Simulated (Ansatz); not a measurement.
The same path of BH$_{4}$N (6 atoms, charge 0, multiplicity 1) was run twice with different band settings. Lost on the way: B1–H5. Made: N2–H5.

Level of theory: RKS PBE0-D4/def2-SVPD (Ansatz 0.2.0).

Relaxed end points:

```xyz
6
Properties=species:S:1:pos:R:3
B 0.435 0.015 0.113
N 0.724 -0.016 1.471
H 0.019 -0.136 2.183
H 1.660 0.079 1.839
H 1.337 0.163 -0.674
H -0.712 -0.106 -0.244
```

```xyz
6
Properties=species:S:1:pos:R:3
B 0.026 0.207 -0.340
N 0.954 -0.126 0.976
H 0.557 -0.733 1.707
H 1.118 0.796 1.399
H 1.865 -0.486 0.703
H -1.058 0.341 0.243
```

Common settings: movable images 5; climbing image yes; spring 5.0 eV/Å²; optimiser quadratic models (default); start path through a guess of the saddle point; iteration limit 60; end points relaxed.

| run | force threshold |
| --- | --- |
| 1 | 0.05 eV/Å |
| 2 | 0.2 eV/Å |

Task: What does each run give, and how far can it be trusted?

Result: Run 1: converged after 15 iterations, highest image 4.836 eV above the first end. The profile has 2 maxima (images 3, 5) with wells between them (image 4): this band takes more than one step, which may be the mechanism or a detour left from its start path. Neighbouring images differ by up to 2.2 eV, so the band resolves the path poorly. A vibrational analysis at the climbing image gives one clearly imaginary mode, 1320i cm⁻¹: a first-order saddle point.
Run 2: converged after 11 iterations, highest image 4.837 eV above the first end. The threshold of 0.2 eV/Å is loose, so the images may lie well off the minimum-energy path. The profile has 2 maxima (images 3, 5) with wells between them (image 4): this band takes more than one step, which may be the mechanism or a detour left from its start path. Neighbouring images differ by up to 2.2 eV, so the band resolves the path poorly. Another band between the same ends (5 images) ends at a top of the same energy, where a vibrational analysis finds 1 clearly imaginary mode.
The orbitals stay closed-shell, which can raise the energy where a bond breaks towards radicals; this wasn't checked here.
